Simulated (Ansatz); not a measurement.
# Silver, fcc: convergence with Methfessel-Paxton smearing

Computed with Ansatz, r²SCAN, scalar-relativistic PAW, on the relaxed cell (a = 4.104 Å; spin not included). Errors count from a run at 500 eV on a Γ-centred 22×22×22 mesh with Fermi-Dirac smearing of 0.1 eV, extrapolated to zero width. Fixed here: cutoff 500 eV, mesh 13×13×13. The SCF starts from atomic densities corrected by a trained network.

```tsv
width (eV)	E(σ→0) error (meV/atom)	F error (meV/atom)	P (GPa)	SCF iterations
0.01	5.3	5.3	-0.18	6
0.03	5.3	5.3	-0.19	6
0.1	5.3	5.2	-0.21	6
0.2	4.9	4.6	-0.11	6
0.3	4.5	4.1	-0.05	6
0.6	3.1	2.4	-0.02	6
1.0	1.9	1.2	0.04	6
```
